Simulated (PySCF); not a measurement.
Species: C₃H₃F₃.
Geometry (PBE0-D3(BJ)/def2-SVP, Å), atoms numbered from 1 in this order:
```xyz
9
C3H3F3 angstrom
C     -1.0854   -0.2885   -0.8396
C     -0.2017    0.4765   -0.2146
F     -0.2039    1.8051   -0.3212
C      0.8938   -0.0250    0.6910
F      1.6439   -0.9514    0.0599
F      0.3688   -0.6126    1.7863
H     -1.0359   -1.3712   -0.7203
H     -1.8596    0.1481   -1.4722
H      1.5404    0.8118    1.0081
```

The closed-shell ground state was solved at several levels (PySCF, density fitting, gas phase, non-relativistic).

```csv
level,basis functions,total energy (Eh),HOMO (eV),LUMO (eV),gap (eV),dipole (D)
CAM-B3LYP/def2-SVPD,153,-415.2005,-9.62,0.38,10.00,0.90
B3LYP/pcJ-1,192,-415.6228,-7.87,-0.82,7.05,0.78
PBE0/pcSseg-1,117,-415.1588,-8.12,-0.58,7.54,0.76
```

(1) Estimate the row for PBE/pcSseg-2, a basis of 258 functions; the other rows only guide the guess.

(2) Over all these levels, which gives the widest orbital gap and which the narrowest?

(3) How far do the dipole and the HOMO energy spread over the levels?

Answers

(1) Total energy -415.3677 Eh, HOMO -6.87 eV, LUMO -1.71 eV, gap 5.16 eV, dipole 0.77 D.

(2) CAM-B3LYP/def2-SVPD (range-separated hybrid) has the widest, 10.00 eV, and PBE/pcSseg-2 (GGA) the narrowest, 5.16 eV. Functional and basis both differ between the two, so the spread mixes both effects.

(3) The dipole runs from 0.76 to 0.90 D (mean 0.80 D) and the HOMO from -9.62 to -6.87 eV.

One conformer stands for the species.
